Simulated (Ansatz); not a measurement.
`C[Si]N` → `[CH2]` (triplet) + `N[SiH]` at 500 K and 1 bar (formal loss of a carbene).

Gas-phase electronic energies from Ansatz, PBE0-D4/def2-TZVP geometries. CCSD(T)/CBS adds triple-zeta CCSD(T) − MP2 to the extrapolated MP2 energy (def2 sets, frozen cores). This one scheme is used for every species. Triplets are unrestricted, without spin–orbit coupling. Each species was taken in one conformer, which may not be the lowest.

| species | CCSD(T)/CBS energy (Eh) | H − E (kJ/mol) | S (J/(mol·K)) |
| --- | --- | --- | --- |
| `C[Si]N` | -384.84019 | 197.4 | 342.6 |
| `[CH2]` (triplet) | -39.09499 | 62.7 | 213.9 |
| `N[SiH]` | -345.56329 | 110.7 | 274.5 |

H − E and S are ideal-gas, rigid-rotor, harmonic terms from PBE0-D4/def2-TZVP, for one conformer and one mirror image of each species, with the whole ground term of open shells counted as degenerate. 1 Eh = 2625.50 kJ/mol, R = 8.31446 J/(mol·K).

**Question.** By hand: ΔE, ΔH, ΔS and ΔG.

**Answer.** ΔE = (-39.09499) + (-345.56329) − (-384.84019) = 0.18191 Eh = 477.6 kJ/mol. Δ(H − E) = 62.7 + 110.7 − 197.4 = -24.0, so ΔH = 453.6 kJ/mol. ΔS = 213.9 + 274.5 − 342.6 = 145.8 J/(mol·K). ΔG = 453.6 − 500 × (145.8)/1000 = 380.7 kJ/mol.

**Question.** By hand: the equilibrium constant, and the temperature at which ΔG would vanish if ΔH and ΔS stayed fixed.

**Answer.** log₁₀ K = −ΔG/(RT ln 10) = -39.8. ΔG = 0 at ΔH/ΔS = 3111 K, far beyond where these terms or the molecules hold.

The number of gas molecules changes by +1, which sets the sign of ΔS. A doubt of 5 kJ/mol in ΔE shifts log₁₀ K by 0.5 here. Other conformers and mirror images would add mixing entropy, several J/(mol·K) or more a flexible species. Modes under 60 cm⁻¹, often nearly free rotors, make the harmonic entropy too high. A triplet takes part, so the spin changes. These are equilibria of isolated gas molecules and say nothing of rates. Largest T1 diagnostic: 0.015 (customary marks: 0.02 for closed shells, 0.045 for open ones).
